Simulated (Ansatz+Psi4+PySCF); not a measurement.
The numbers below are computed, except where a source is named.
| atom | x (Å) | y (Å) | z (Å) |
| --- | --- | --- | --- |
| S | 0.0000 | 0.0000 | 0.3703 |
| O | 0.0000 | 1.2776 | -0.3703 |
| O | 0.0000 | -1.2776 | -0.3703 |

Basis set: cc-pVTZ on O; cc-pV(T+d)Z on S (spherical functions). Correlated methods keep 7 orbitals frozen. Charge 0, multiplicity 1.

Starred EOM-CCSD(T)(a) on the restricted Hartree–Fock determinant with PySCF 2.14.0; the energies are vertical.

Problem. The solver was asked for the few lowest roots only. Give the ionization energies of singlet SO₂ among them whose weight of singles is over 0.7.

Solution.

| root | energy (eV) | weight of singles |
| --- | --- | --- |
| 1 | 12.12 | 0.96 |
| 2 | 12.78 | 0.95 |
| 3 | 13.12 | 0.94 |

Higher main lines weren't sought.
